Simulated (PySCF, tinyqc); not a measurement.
Worked calculation: RKS/BP86 in the sto-3g basis, for BH, spin multiplicity 1. The lowest restricted solution is unstable here: a spin-polarised one lies 0.0006 hartree lower (PySCF). One step of it, computed by the program tinyqc.

Task: Iteration 2: diagonalisation and new density. Diagonalise F' = X^T F X, C = X C', fill 3 alpha and 3 beta electrons from the bottom; D = 2 C_occ C_occ^T; the new density keeps 0.7 of the old one (damping). Each column has its largest component positive (the first on a tie).

Kohn-Sham matrix F (hartree):
```
            1B 1s      1B 2s     1B 2px     1B 2py     1B 2pz      2H 1s
1B 1s   -8.838830  -2.304055   0.000000   0.000000  -0.003354  -0.352329
1B 2s   -2.304055  -1.132746   0.000000   0.000000  -0.017168  -0.336530
1B 2px   0.000000   0.000000  -0.324727   0.005379   0.000000   0.000000
1B 2py   0.000000   0.000000   0.005379  -0.332207   0.000000   0.000000
1B 2pz  -0.003354  -0.017168   0.000000   0.000000  -0.361311  -0.226655
2H 1s   -0.352329  -0.336530   0.000000   0.000000  -0.226655  -0.150571
```

X:
```
                1          2          3         4          5         6
1B 1s    0.308764   0.771734   0.000000  0.000000   0.584700  0.226341
1B 2s   -0.806831  -0.538127   0.000000  0.000000   0.415530  0.423280
1B 2px   0.000000   0.000000  -0.388713  0.921359   0.000000  0.000000
1B 2py   0.000000   0.000000   0.921359  0.388713   0.000000  0.000000
1B 2pz  -0.730970   0.543451   0.000000  0.000000  -0.532460  0.355076
2H 1s    1.022364  -0.269195   0.000000  0.000000  -0.229355  0.519560
```

D after iteration 1:
```
            1B 1s      1B 2s    1B 2px    1B 2py     1B 2pz      2H 1s
1B 1s    0.649561  -0.198617  0.000000  0.000000   0.001955   0.097173
1B 2s   -0.198617   0.839870  0.000000  0.000000   0.092205  -0.671142
1B 2px   0.000000   0.000000  1.871005  0.246490   0.000000   0.000000
1B 2py   0.000000   0.000000  0.246490  1.528995   0.000000   0.000000
1B 2pz   0.001955   0.092205  0.000000  0.000000   0.264674  -0.683399
2H 1s    0.097173  -0.671142  0.000000  0.000000  -0.683399   1.996781
```

overlap S:
```
           1B 1s     1B 2s    1B 2px    1B 2py    1B 2pz     2H 1s
1B 1s   1.000000  0.269328  0.000000  0.000000  0.000000  0.040388
1B 2s   0.269328  1.000000  0.000000  0.000000  0.000000  0.368534
1B 2px  0.000000  0.000000  1.000000  0.000000  0.000000  0.000000
1B 2py  0.000000  0.000000  0.000000  1.000000  0.000000  0.000000
1B 2pz  0.000000  0.000000  0.000000  0.000000  1.000000  0.407575
2H 1s   0.040388  0.368534  0.000000  0.000000  0.407575  1.000000
```

Give: F' = X^T F X; orbital energies; coefficients C; D after iteration 2.

Result:

F' = X^T F X (hartree):
```
         1        2        3        4        5        6
1  -0.1297  -0.9006   0.0000   0.0000  -0.8356  -0.2258
2  -0.9006  -3.6737   0.0000   0.0000  -3.5525  -1.8383
3   0.0000   0.0000  -0.3349   0.0011   0.0000   0.0000
4   0.0000   0.0000   0.0011  -0.3220   0.0000   0.0000
5  -0.8356  -3.5525   0.0000   0.0000  -4.3343  -2.1162
6  -0.2258  -1.8383   0.0000   0.0000  -2.1162  -1.5037
```

orbital energies (hartree): MO1 -8.8397, MO2 -0.5784, MO3 -0.3736, MO4 -0.3350, MO5 -0.3219, MO6 0.1503

coefficients C:
```
            MO1      MO2      MO3      MO4     MO5      MO6
1B 1s    1.0029  -0.2628   0.0425   0.0000  0.0000   0.0860
1B 2s   -0.0114   0.9975  -0.1941   0.0000  0.0000  -0.5094
1B 2px   0.0000   0.0000   0.0000  -0.4632  0.8862   0.0000
1B 2py   0.0000   0.0000   0.0000   0.8862  0.4632   0.0000
1B 2pz  -0.0011   0.0713   0.9020   0.0000  0.0000  -0.6484
2H 1s    0.0037   0.0841   0.1920   0.0000  0.0000   1.1816
```

D after iteration 2:
```
          1B 1s    1B 2s  1B 2px  1B 2py   1B 2pz    2H 1s
1B 1s    1.1007  -0.3081  0.0000  0.0000   0.0125   0.0619
1B 2s   -0.3081   1.2076  0.0000  0.0000   0.0022  -0.4419
1B 2px   0.0000   0.0000  1.3097  0.1725   0.0000   0.0000
1B 2py   0.0000   0.0000  0.1725  1.0703   0.0000   0.0000
1B 2pz   0.0125   0.0022  0.0000  0.0000   0.6765  -0.3708
2H 1s    0.0619  -0.4419  0.0000  0.0000  -0.3708   1.4241
```
